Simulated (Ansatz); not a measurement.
Species: C4H5, charge 0, multiplicity 2. It need not be the lowest isomer of its formula. 
Structure (B3LYP-D3(BJ)/def2-TZVP (Ansatz, an electronic-structure program) minimum search):
```
C
H 1 1.0917
H 1 1.0917 2 110.51
C 1 1.5310 2 114.80 3 -131.78
C 4 1.3243 1 90.43 2 -115.15
H 4 1.0784 5 136.65 1 180.00
C 5 1.5102 4 98.96 6 180.00
H 7 1.0894 5 115.96 4 114.41
H 7 1.0894 8 109.91 5 -133.96
```
Charge 0, spin multiplicity 2.

Basis-set convergence of Hartree-Fock and CCSD correlation energies (hartree) with Ansatz. Correlated levels leave the core frozen unless marked. Open shells are spin-unrestricted. Spin-orbit coupling is left out. No relativistic terms.

The UHF reference is spin-contaminated (<S^2> 0.18 over the pure value in the largest basis). 

| basis | functions | E(HF) | E(corr, CCSD) |
|---|---|---|---|
| cc-pVDZ | 81 | -154.26601 | -0.55161 |
| cc-pVTZ | 190 | ___ | ___ |

Task: Fill in the missing entries.

Result: 
- cc-pVTZ, E(HF): -154.30554
- cc-pVTZ, E(corr, CCSD): -0.65398
